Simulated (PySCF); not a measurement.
How the method changes the constants of Li₂⁺

State: ²Σg⁺ (doublet), unpaired electrons σ ↑. Set-up: PySCF, no relativity, basis sets Li aug-cc-pVDZ. De refers to Li⁺ + Li in their ground configurations, without counterpoise correction. The functionals are run spin-unrestricted. Levels whose curve was spin-contaminated or gave no clean fit are not listed.

| Level | Re (Å) | ωe (cm⁻¹) | De (eV) | CPU s a point (SCF and correlation, without the integrals) |
| --- | --- | --- | --- | --- |
| UHF | 3.158 | 260 | 1.27 | 0.093 |
| UHF-MP2 | 3.148 | 260 | 1.27 | 0.16 |
| UHF-SCS-MP2 | 3.147 | 260 | 1.27 | n/a |
| UHF-CCSD | 3.148 | 260 | 1.27 | n/a |
| UHF-CCSD(T) | 3.148 | 260 | 1.27 | 1.8 |
| PBE | 3.115 | 245 | 1.27 | 0.36 |
| PW91 | 3.112 | 245 | 1.29 | 0.26 |
| r²SCAN | 3.113 | 254 | 1.26 | 0.62 |
| TPSSh | 3.105 | 254 | 1.29 | 0.67 |
| PBE0 | 3.117 | 251 | 1.28 | 0.74 |
| HSE06 | 3.116 | 250 | 1.28 | 0.57 |

Task: Which functional lies closest to UHF-CCSD(T) in De, which farthest, and by how much do they differ from it?

Result: Closest is PBE (-3.3 pm in Re, -5.8 % in ωe, +0.00 eV in De against UHF-CCSD(T) in the same basis), farthest PW91 (-3.6 pm in Re, -5.8 % in ωe, +0.02 eV in De). CCSD(T) converges more slowly with the basis than the functionals do and binds too weakly in this one, so the order can change at the basis-set limit.

Task: What does the step from GGA to meta-GGA do here, going from PBE to r²SCAN?

Result: r²SCAN less PBE: -0.2 pm in Re, +3.7 % in ωe, -0.01 eV in De. 

Task: What does second-order correlation do here, going from UHF to UHF-MP2?

Result: UHF-MP2 less UHF: -1.0 pm in Re, +0.0 % in ωe, +0.00 eV in De. The bond shortens, as in weak, metallic or heavy-atom bonds, where dispersion and the correlation of outer-core electrons pull the atoms together.

Correlated steps freeze no core orbitals. Correlated levels converge slowly with the basis: in double zeta they bind strong bonds too weakly, by up to about 1 eV, and carry superposition errors of some tenths. The state is the lowest determinant that a PBE0 search found; another state may lie lower at other levels.

The whole job (state search and all levels along the bond) took about 2.2 min on 1 thread of Arm Neoverse N1 (shared host), peak memory 0.57 GiB.
